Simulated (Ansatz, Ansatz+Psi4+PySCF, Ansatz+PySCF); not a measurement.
```
atom   x (Å)    y (Å)    z (Å)
   C  0.0000   0.0000  -0.1682
  Cl  0.0000   0.0000   1.4971
   H  0.0000  -0.9563  -0.6645
   H  0.0000   0.9563  -0.6645
```

Basis set: cc-pVTZ on H, C; cc-pV(T+d)Z on Cl (spherical functions). Left uncorrelated: 6 orbitals. Correlation on ROHF uses semicanonical orbitals with singles. Charge 0, multiplicity 2.

Computed with Ansatz (development build ahead of 0.2.0); each method stands on the lowest determinant of its kind that the runs found.

The atomization energy at this shape (free ground-state atoms in the same class of orbitals less the molecule, no zero-point energy) of doublet CH₂Cl:

```tsv
method	atomization energy
ROHF-MP2	1185.0 kJ/mol
```

(1) What does ROHF-CCSD(T) give?

## Answers

(1) 1170.0 kJ/mol.
